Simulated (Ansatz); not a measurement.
Naphthalene, relaxed with RKS PBE0-D4/def2-TZVP in Ansatz 0.2.0 from a PBE-D4/def2-SVP geometry. The force threshold is 0.005 eV/Å; the program also tests the step.

Total charge 0; spin multiplicity 1.

Start:

```xyz
18

C    -2.402    0.319   -0.786
C    -2.177   -1.085   -0.757
C    -0.946   -1.588   -0.365
C     0.114   -0.713    0.015
C     1.392   -1.197    0.424
C     2.402   -0.319    0.786
C     2.177    1.085    0.757
C     0.946    1.588    0.365
C    -0.114    0.713   -0.015
C    -1.392    1.197   -0.423
H    -3.383    0.706   -1.099
H    -2.986   -1.771   -1.049
H    -0.768   -2.675   -0.342
H     1.563   -2.285    0.445
H     3.383   -0.706    1.099
H     2.987    1.771    1.047
H     0.768    2.675    0.340
H    -1.563    2.285   -0.444
```

**Question.** By how much does the energy fall, and how many steps does the optimiser take? (Estimate.)

**Answer.** Ansatz gave: 0.12 eV, in 3 steps.

**Question.** Which bonds change most? (Best estimate.)

**Answer.** Computed: C4–C9 from 1.444 to 1.421 Å; C2–C3 from 1.387 to 1.367 Å; C1–C10 from 1.387 to 1.367 Å; C7–C8 from 1.387 to 1.367 Å.

**Question.** Give the relaxed structure. (Best estimate.)

**Answer.** Ansatz gave: 
```xyz
18

C    -2.373    0.317   -0.777
C    -2.150   -1.074   -0.748
C    -0.936   -1.569   -0.361
C     0.112   -0.702    0.015
C     1.377   -1.182    0.419
C     2.373   -0.317    0.777
C     2.150    1.074    0.748
C     0.936    1.569    0.361
C    -0.112    0.702   -0.015
C    -1.377    1.182   -0.419
H    -3.340    0.698   -1.085
H    -2.948   -1.750   -1.034
H    -0.761   -2.640   -0.338
H     1.545   -2.254    0.440
H     3.340   -0.698    1.085
H     2.948    1.750    1.034
H     0.761    2.640    0.338
H    -1.545    2.254   -0.440
```
